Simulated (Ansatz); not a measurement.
# AsH2⁺, triplet: the ladder up to full CI

Geometry: that of the AsH2⁺, singlet, kept fixed. The singlet lies 1.4 eV lower here.

```yaml
atoms:
  - { symbol: As, position_ang: [0.0000, -0.0281, 0.0000] }
  - { symbol: H, position_ang: [0.0000, 1.0446, -1.0909] }
  - { symbol: H, position_ang: [0.0000, 1.0446, 1.0909] }
```

Basis cc-pVTZ; Ansatz 0.2.0. Correlated methods freeze the noble-gas cores and the filled d shells of p-block atoms, which leaves 6 electrons in 57 orbitals. Prefix R: restricted or restricted open-shell reference; prefix U: unrestricted. Active spaces: valence = (6e, 6o) chosen from the atoms' valence shells. No spin–orbit coupling is included, and no scalar relativity.

Full CI is exact within this basis and frozen core; it isn't the basis-set limit. The frozen core follows each run's orbitals, which can shift R against U totals by a few meV for light atoms and by up to 0.1 eV past Ca.

For open shells CISD is restricted-active-space CI with the open shells as a complete middle space.

* UHF ⟨S²⟩: 2.006
* T1 diagnostic (RCCSD): 0.0217
* largest doubles amplitude (RCCSD): 0.053

```json
{"level": "RHF", "E − E(full CI) (kJ/mol)": "326.2", "share of correlation (%)": "0.00", "wall time": "–"}
{"level": "RMP2", "E − E(full CI) (kJ/mol)": "68.8", "share of correlation (%)": "78.91", "wall time": "–"}
{"level": "CISD", "E − E(full CI) (kJ/mol)": "18.1", "share of correlation (%)": "94.45", "wall time": "1.5 s"}
{"level": "RCCSD", "E − E(full CI) (kJ/mol)": "11.3", "share of correlation (%)": "96.53", "wall time": "–"}
{"level": "RCCSD(T)", "E − E(full CI) (kJ/mol)": "2.1", "share of correlation (%)": "99.35", "wall time": "4.5 s"}
{"level": "BCCD(T)", "E − E(full CI) (kJ/mol)": "2.1", "share of correlation (%)": "99.35", "wall time": "2.3 s"}
{"level": "RCCSDT", "E − E(full CI) (kJ/mol)": "0.1", "share of correlation (%)": "99.96", "wall time": "–"}
{"level": "RCCSDT(Q)", "E − E(full CI) (kJ/mol)": "-0.1", "share of correlation (%)": "100.02", "wall time": "8 s (H100)"}
{"level": "CASSCF (valence space)", "E − E(full CI) (kJ/mol)": "224.1", "share of correlation (%)": "31.28", "wall time": "–"}
{"level": "NEVPT2 (valence space)", "E − E(full CI) (kJ/mol)": "57.1", "share of correlation (%)": "82.50", "wall time": "1.8 s"}
{"level": "MRCISD (valence space)", "E − E(full CI) (kJ/mol)": "10.9", "share of correlation (%)": "96.65", "wall time": "–"}
{"level": "MRCISD+Q (valence space)", "E − E(full CI) (kJ/mol)": "1.9", "share of correlation (%)": "99.42", "wall time": "4.6 s (H100)"}
```

The correlation energy at full CI, counted from RHF, is -3.381 eV. That run took 48 s on 2 threads of AMD EPYC 7R13 with a shared H100 80 GB, shared host over 213,814,484 determinants.

Run but not shown, since their state, orbitals or frozen core can't be matched to the reference's or they repeat it: UHF, UMP2, UCCSD, UCCSD(T), UCCSDT, UCCSDT(Q).

Times hold each run's SCF and search for its determinant on a shared host, so for small cases they say little of a method's own cost; rows without a card ran on 1 thread of AMD EPYC 7R13. Some runs computed forces too.

The full-CI state has the irrep B1 of C2v, in the program's axes.

Natural occupations of full CI about the gap: 1.954 1.931 0.996 0.987 0.035 0.028 0.012 0.010 0.010 0.007; effectively unpaired electrons, Σ n²(2−n)², 2.03.
